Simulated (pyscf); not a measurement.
Optimised with ωB97X-D3(BJ)/def2-SVP in PySCF.

Task: Estimate by transition-state theory the rate constant of H₃C–AlH₂ + H atom (H•) -> •H₂C–AlH₂ + hydrogen (H₂) (doublet surface; C–H broken, H–H formed) at 600 K, with ωB97M-D3(BJ)/def2-TZVP energies (ideal gas, 1 atm, RRHO with modes under 100 cm⁻¹ raised to 100, one conformer, R ln 2 for chiral ones without a mode under 150 cm⁻¹; no tunnelling).

Result: The electronic barrier is 9.3 kcal/mol and the thermal terms add +11.9, so ΔG‡ = 21.2 kcal/mol. With k_BT/h = 1.25e+13 s⁻¹ and RT = 1.192 kcal/mol, and a volume of 8.18e-20 cm³ per molecule at 1 atm, k = 1.9e-14 cm³ molecule⁻¹ s⁻¹. Wigner's tunnelling factor for 1467i cm⁻¹ would be 1.52, likely too low at so high a frequency. A shift of 1 kcal/mol in the barrier changes k by a factor 2.3. •H₂C–AlH₂ lies 14.4 kcal/mol over its isomer [H₃C–AlH]• (electronic energy, ωB97M-D3(BJ)/def2-TZVP). This is the saddle that the search found; another between the same sides may lie lower. The angle at the transferred H is 171°.
